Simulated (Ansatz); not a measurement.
System: hcp Co. Method: rVV10 (Ansatz, a quantum-chemistry and plane-wave program, plane waves, PAW).

Input file:

Ansatz 0.2 input:
```yaml
crystal:
  lattice:
    - [1.2360663498, -2.1409297194, 0.0]
    - [1.2360663498, 2.1409297194, 0.0]
    - [0.0, 0.0, 3.9961448206]
  atoms:
    - { symbol: Co, position: [0.3333333333, 0.6666666667, 0.25], spin: 1.8 }
    - { symbol: Co, position: [0.6666666667, 0.3333333333, 0.75], spin: 1.8 }
basis:
  ecutwfc: 520
  ecutrho_ratio: 4
  xc_grid: 2
kpoints:
  mp_grid: { grid: [24, 24, 14] }
hamiltonian:
  xc: { exchange: rpw86, correlation: pbe }
  dispersion: rvv10
  pseudopotentials: { kind: paw }
scf:
  occupations: { method: fermi_dirac, width: 0.05 }
output:
  forces: true
  stress: true
  eigenvalues: true
magnetization:
  spin_polarized: true
relax:
  f_tol: 0.004
  escape_saddle: false
  max_steps: 80
  cell: { stress_tol: 0.02, fix: [volume] }
```

The run printed, among other lines:

```
Relaxation: its limit of steps is 80 (relax.max_steps)
Crystal: 2 atoms, lattice volume = 21.150 Å³
Basis set: ecut = 520 eV, 573 PW (Γ), exchange–correlation on 40×40×60 points (8 copies of the dense FFT grid, shifted against one another)
Bands: 23, of which v1, the nominal top of the filled ones, is band 17 counted from 1 (16 counted from 0)
Symmetry: 24 space group operations
Space group: P63/mmc (ITA 194), of the structure as read, at distance tolerance 2.8e-5 Å
k-points: 488 of 8064
Initial density: superposition of atomic densities (chi_scale 0.1, normalization cell)
Functional: x = rpw86, c = pbe(β = 0.06672455060314922) + rvv10(b = 6.3, C = 0.0093)
SCF 1 converged in 11 iterations: F = -10300.163791 eV  dr2 = 1.19e-10
Crystal: 2 atoms, lattice volume = 21.150 Å³
Initial density: handed on by an earlier stage of this run
SCF 2 converged in 3 iterations: F = -10300.163791 eV  dr2 = 1.12e-10
Crystal: 2 atoms, lattice volume = 21.150 Å³
SCF 3 converged in 6 iterations: F = -10300.163791 eV  dr2 = 7.82e-13
SCF converged after 6 iterations
Magnetization: 3.1351 μB (18.5676 up, 15.4324 down)
Free energy (F): -10300.163791 eV
Internal energy: -10300.149281 eV  (E = F + TS)
E sigma→0 (E₀):  -10300.156536 eV
Fermi energy:    19.332493 eV
--- Forces (eV/Å), atoms counted from 1 ---
  atom   1  Co     0.00000000     0.00000000    -0.00000000
  atom   2  Co    -0.00000000    -0.00000000     0.00000000
--- Stress (GPa, compression-positive) ---
        9.409139       0.000000      -0.000000
        0.000000       9.409139      -0.000000
       -0.000000      -0.000000       9.388585
  P = ⅓ Tr σ = 9.4023 GPa (94.023 kbar)
```

The cell is one volume of an energy–volume scan, off the minimum.

The PAW data were made under PBE.

Cost on a shared machine: around 50 core-seconds (rough).
